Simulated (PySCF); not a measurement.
Species: 1,1,1,2-tetrafluoroethane, C₂H₂F₄.
InChI=1S/C2H2F4/c3-1-2(4,5)6/h1H2

Level: B3LYP/def2-SVPD in PySCF, non-relativistic, on one gas-phase PBE0-D3(BJ)/def2-SVP geometry that isn't relaxed in the solvent. The solvent is an IEF-PCM continuum (van der Waals radii × 1.2), and excitations are vertical TDDFT with non-equilibrium linear response and a frozen core. The model holds no explicit solvent molecules, cavitation or dispersion.

```tsv
run	E − E(gas) (kJ/mol)	HOMO (eV)	HOMO–LUMO gap (eV)	dipole (D)	lowest singlet (eV)	static polarisability (au)
gas	0.00	-10.44	10.67	2.03	9.54	30.3
P	-6.96	-10.33	10.71	2.26	9.56	33.0
Q	-15.45	-10.22	10.70	2.54	9.51	36.6
```

**Question.** The runs were made in acetonitrile and benzene. Which run belongs to which solvent?

**Answer.** P = benzene, Q = acetonitrile. The dielectric constants are 2.271 (benzene), 35.69 (acetonitrile), and the energy falls further as ε rises. The optical constants n² used for the excitations are 2.25, 1.81 in the same order. In this model the ground state sees the solvent through ε alone.

**Question.** How constant is the ratio of the lowering to (ε − 1)/(2ε + 1)?

**Answer.** 
```csv
solvent,(ε − 1)/(2ε + 1),E − E(gas) (kJ/mol),ratio (kJ/mol),polarisation term (kJ/mol)
benzene,0.229,-6.96,-30.4,-7.45
acetonitrile,0.479,-15.45,-32.2,-17.93
```

The ratio changes by +6.1 % in size from benzene to acetonitrile. The polarisation term is half the interaction of the solute with the induced surface charges.

The values belong to the conformer `[F:1][CH2:2][C:3]([F:4])([F:5])[F:6]`: F1–C2–C3–F4 62°.
